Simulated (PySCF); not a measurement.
# Vibration and rotation of MgP

UHF-CCSD(T) constants of MgP, ⁴Σ⁻ (quartet), unpaired electrons σ ↑, π ↑↑ (Mg aug-cc-pVDZ, P aug-cc-pV(D+d)Z; no relativity (PySCF 2.14); masses 23.9850 and 30.9738 u):

```
ωe              : 274.1 cm⁻¹
ωexe            : 4.17 cm⁻¹
Be              : 0.18524 cm⁻¹
αe              : 0.00249 cm⁻¹
D (centrifugal) : 3.38e-07 cm⁻¹
De to Mg + P    : 0.362 eV
```

**Question.** Give the vibrational terms G(v) and spacings up to v = 6.

**Answer.** G(v) = ωe(v+½) − ωexe(v+½)².

```csv
v,G(v) (cm⁻¹),G(v) − G(v−1),Bv (cm⁻¹)
0,136.0,,0.1840
1,401.8,265.8,0.1815
2,659.2,257.4,0.1790
3,908.3,249.1,0.1765
4,1149.0,240.7,0.1740
5,1381.4,232.4,0.1715
6,1605.5,224.1,0.1691
```

**Question.** How well does the Morse estimate ωe²/(4ωexe) reproduce De, and what is D0?

**Answer.** It gives 0.558 eV, 154 % of the computed De. D0 = De − G(0) = 0.362 − 0.017 = 0.345 eV.

Correlated steps freeze 6 core orbitals. The bond is weak. Basis-set superposition, not corrected here, can be much of De in a small basis, most of all at correlated wavefunction levels. The state is the lowest determinant that a PBE0 search found; another state may lie lower at other levels.
